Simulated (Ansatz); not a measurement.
What does this script print? It uses Ansatz's Python interface.

`no.py`:
```python
import ansatz as az


def main() -> None:
    geometry_ang = [
        ("N", (0.0, 0.0, 0.0)),
        ("O", (0.0, 0.0, 1.355)),
    ]
    mol = az.Crystal.molecule()
    for symbol, xyz in geometry_ang:
        mol = mol.atom(symbol, xyz)

    job = mol.calculation().functional("hf").charge(1)

    energies = {}
    for basis in ["STO-3G", "6-31G", "6-31G*", "def2-SVP", "def2-SVPD", "def2-TZVP", "def2-TZVPP"]:
        data = job.basis(gaussian=basis).run().report
        size = data["n_frozen"] + data["n_occupied"][0] + data["n_virtual"][0]
        energies[basis] = (data["reference_energy_ev"] / 27.211386246, data["free_energy_ev"] / 27.211386246)
        print(f"{basis:14s} {size:4d} orbitals  reference {energies[basis][0]:14.6f} Ha  total {energies[basis][1]:14.6f} Ha")

    last = energies["def2-TZVPP"][1]
    for basis, (_, total) in energies.items():
        print(f"{basis:14s} lies {27.211386 * (total - last):9.4f} eV above def2-TZVPP")


if __name__ == "__main__":
    main()
```

Output of `python no.py`:
```text
STO-3G           10 orbitals  reference    -127.105048 Ha  total    -127.105048 Ha
6-31G            18 orbitals  reference    -128.634253 Ha  total    -128.634253 Ha
6-31G*           30 orbitals  reference    -128.706736 Ha  total    -128.706736 Ha
def2-SVP         28 orbitals  reference    -128.586422 Ha  total    -128.586422 Ha
def2-SVPD        43 orbitals  reference    -128.595271 Ha  total    -128.595271 Ha
def2-TZVP        62 orbitals  reference    -128.760569 Ha  total    -128.760569 Ha
def2-TZVPP       62 orbitals  reference    -128.760569 Ha  total    -128.760569 Ha
STO-3G         lies   45.0490 eV above def2-TZVPP
6-31G          lies    3.4372 eV above def2-TZVPP
6-31G*         lies    1.4649 eV above def2-TZVPP
def2-SVP       lies    4.7388 eV above def2-TZVPP
def2-SVPD      lies    4.4980 eV above def2-TZVPP
def2-TZVP      lies    0.0000 eV above def2-TZVPP
def2-TZVPP     lies    0.0000 eV above def2-TZVPP
```

Against STO-3G: 6-31G -1529.2 mHa, 6-31G* -1601.7 mHa, def2-SVP -1481.4 mHa, def2-SVPD -1490.2 mHa, def2-TZVP -1655.5 mHa and def2-TZVPP -1655.5 mHa. The last step alone is +0.00 mHa (these two sets differ little on atoms other than hydrogen).

Notes:
- The drop along the ladder measures the basis error, and is no property of the molecule.
- The geometry is a force-field or estimated start, not a minimum of this method, and the last set is no limit. Much of the fall in a total is atomic energy, which cancels in bond and reaction energies.
- Totals across families of basis sets mostly measure their core functions.
- The spin state was assumed, and another may lie lower.
- Run time: 1.2 s on 1 thread of Arm Neoverse V1, on a shared host, peak memory 0.14 GiB.
